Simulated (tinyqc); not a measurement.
Worked calculation: extended Hueckel theory, for LiF-. The parameters take no account of the charge, which enters only through the electron count, and nothing here shows that the anion is bound. Computed by tinyqc, a small Python program that keeps every step (integrals from PySCF). Settings: charge = -1, K = 2.0, multiplicity = 2. Command: `OMP_NUM_THREADS=1 python tinyqc.py 27880 27881 out.jsonl` (the two numbers bound the seeds that draw the settings). One thread of a shared host (Intel(R) Xeon(R) Processor @ 2.60GHz), about 0.01 s of CPU time with the checks.

## Overlaps

Geometry (angstrom):
```
atom         x         y         z
Li    0.000000  0.000000  0.000000
F     0.000000  0.000000  1.585000
```

Parameters chosen for this run:
```
element  shell  Slater exponent   H_ii (eV)
F           2s         2.425000  -40.000000
F           2p         2.425000  -18.100000
Li          2s         0.650000   -5.400000
Li          2p         0.650000   -3.500000
```

Slater orbitals, each expanded in six Gaussians scaled to its exponent.

overlap S, lower triangle:
```
            1Li 2s   1Li 2px   1Li 2py    1Li 2pz     2F 2s    2F 2px    2F 2py    2F 2pz
1Li 2s    1.000000
1Li 2px   0.000000  1.000000
1Li 2py   0.000000  0.000000  1.000000
1Li 2pz   0.000000  0.000000  0.000000   1.000000
2F 2s     0.272851  0.000000  0.000000   0.410975  1.000000
2F 2px    0.000000  0.134368  0.000000   0.000000  0.000000  1.000000
2F 2py    0.000000  0.000000  0.134368   0.000000  0.000000  0.000000  1.000000
2F 2pz   -0.069818  0.000000  0.000000  -0.075930  0.000000  0.000000  0.000000  1.000000
```

## Wolfsberg-Helmholz matrix

diagonal H_ii (eV): 1Li 2s -5.400000, 1Li 2px -3.500000, 1Li 2py -3.500000, 1Li 2pz -3.500000, 2F 2s -40.000000, 2F 2px -18.100000, 2F 2py -18.100000, 2F 2pz -18.100000

K = 2.000000

H_ij = K' S_ij (H_ii + H_jj)/2 for i != j (the diagonal keeps H_ii), with K' = 2.

H (eV), lower triangle:
```
             1Li 2s    1Li 2px    1Li 2py     1Li 2pz       2F 2s      2F 2px      2F 2py      2F 2pz
1Li 2s    -5.400000
1Li 2px    0.000000  -3.500000
1Li 2py    0.000000   0.000000  -3.500000
1Li 2pz    0.000000   0.000000   0.000000   -3.500000
2F 2s    -12.387413   0.000000   0.000000  -17.877392  -40.000000
2F 2px     0.000000  -2.902358   0.000000    0.000000    0.000000  -18.100000
2F 2py     0.000000   0.000000  -2.902358    0.000000    0.000000    0.000000  -18.100000
2F 2pz     1.640715   0.000000   0.000000    1.640080    0.000000    0.000000    0.000000  -18.100000
```

## Orbitals

valence electrons = 9

Solve H C = S C e through S^(-1/2); fill by pairs from the bottom, a degenerate level sharing its electrons equally; each orbital has its largest coefficient positive (the first on a tie).

orbital energies (eV): -40.113322  -18.115004  -18.115004  -18.110963  -4.831979  -3.087840  -3.087840  10.748974

occupations: 2.000000  2.000000  2.000000  2.000000  1.000000  0.000000  0.000000  0.000000

coefficients:
```
              MO1       MO2        MO3        MO4        MO5        MO6        MO7        MO8
1Li 2s   0.040562  0.000000   0.000000  -0.022424   0.860139   0.000000   0.000000   0.603528
1Li 2px  0.000000  0.018505   0.025969   0.000000   0.000000   0.818065   0.590034   0.000000
1Li 2py  0.000000  0.025969  -0.018505   0.000000   0.000000  -0.590034   0.818065   0.000000
1Li 2pz  0.037143  0.000000   0.000000  -0.009429  -0.510683   0.000000   0.000000   0.985779
2F 2s    0.972517  0.000000   0.000000   0.012123  -0.039960   0.000000   0.000000  -0.615266
2F 2px   0.000000  0.577547   0.810490   0.000000   0.000000  -0.135550  -0.097766   0.000000
2F 2py   0.000000  0.810490  -0.577547   0.000000   0.000000   0.097766  -0.135550   0.000000
2F 2pz   0.004509  0.000000   0.000000   0.997473   0.035489   0.000000   0.000000   0.133955
```

sum of one-electron energies = -193.740562 eV

Within a degenerate level the vectors are fixed only up to a rotation; this is one choice.

## Mulliken analysis

P = C n C^T; charge = valence electrons (F 7, Li 1) minus the sum of (P S)_ii on the atom; overlap population = 2 sum P_ij S_ij between two atoms.

charges: 1Li -0.082723, 2F -0.917277

Overlap populations:
```
pair     value
2-1   0.141571
```
